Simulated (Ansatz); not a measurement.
# PS₂ (quartet): wave-function methods side by side, cc-pVDZ

One table from this session's results is given with a row withheld; the runs are named, their logs left out.

Program: Ansatz 0.2.0, Gaussian basis. Level of theory: cc-pVDZ, core rule «outside noble gas», up to 15 orbitals frozen. These are calculated values, not measurements.

Plan: UHF; CCSD(T) on ROHF; CCSD(T) on UHF; BCCD(T) on ROHF; CISD as a restricted active space (open shells left free, so some higher excitations enter); CCSDT(Q) on ROHF; CCSDT(Q) on UHF; CASSCF and MRCISD+Q, 13 electrons in 10 orbitals; CASSCF and NEVPT2, 13 electrons in 10 orbitals.

18 further runs of the same task are left out: 5 that didn't finish, 13 set aside as unsound or not needed. Runs told in other sessions of the task aren't counted.

## The geometry

The geometry is a PBE0/def2-TZVP stationary point (not a proven minimum) of the parent state, kept for this charge and spin.

3 atoms, charge 0, spin multiplicity 4.

Atoms are counted from 1 here; the program's logs count them from 0.

Bond lengths: S1–P2 1.911 Å, P2–S3 1.911 Å. Angles: S1–P2–S3 132.6°.

Geometry (Å):

```
S     0.00000   -0.25002    1.75040
P     0.00000    0.51766    0.00000
S     0.00000   -0.25002   -1.75040
```

Set-up of the first run:

Input file in.yaml:

```yaml
crystal:
  periodic: [false, false, false]
  atoms:
    - {symbol: S, position_ang: [0.000000, -0.250020, 1.750402]}
    - {symbol: P, position_ang: [0.000000, 0.517658, 0.000000]}
    - {symbol: S, position_ang: [0.000000, -0.250020, -1.750402]}
basis:
  gaussian: {orbitals: cc-pVDZ}
magnetization: {spin_polarized: true, initial_magnetization: 3}
hamiltonian: {xc: hf}
output: {orbitals: {seedname: orbitals}}
```

Command:

```bash
$ ansatz run in.yaml --threads 1 --pin off --events-out ev --progress --plain --max-ram 2393MiB
```

Steps of the session up to this table: UHF; CCSD(T) on ROHF; CCSD(T) on UHF; BCCD(T) on ROHF; CISD as a restricted active space (open shells left free, so some higher excitations enter); CCSDT(Q) on ROHF; CCSDT(Q) on UHF; CASSCF and MRCISD+Q, 13 electrons in 10 orbitals; CASSCF and NEVPT2, 13 electrons in 10 orbitals.

One of the session's tables, all rows but one given; the rest of the session is left out.

| method | from UCCSDT(Q) (kcal/mol) |
| --- | --- |
| ROHF | +246.33 |
| UHF | +237.61 |
| RMP2 | +33.06 |
| UMP2 | +35.85 |
| CISD | +40.20 |
| RCCSD | +11.33 |
| UCCSD | +10.94 |
| RCCSD(T) | +1.87 |
| UCCSD(T) | +1.93 |
| BCCD(T) | +1.80 |
| RCCSDT | +0.99 |
| UCCSDT | +0.93 |
| RCCSDT(Q) | +0.06 |
| UCCSDT(Q) | 0 |
| CASSCF valence | +209.34 |
| NEVPT2 valence | ? |
| MRCISD valence | +27.67 |
| MRCISD+Q valence | +3.51 |

Estimate the missing values for NEVPT2 valence.

**Answer.** from UCCSDT(Q) (kcal/mol): +37.49. In the column «from UCCSDT(Q) (kcal/mol)» it lies between UMP2 (+35.85) and CISD (+40.20).

The ROHF row is the lowest such solution found; the determinant under the restricted MP2 and coupled-cluster rows lies 0.01 eV higher.

Limits of these values: Restricted and unrestricted rows rest on different reference determinants; a gap between their highest levels can come from leftover correlation error, from unlike frozen cores or from another state.
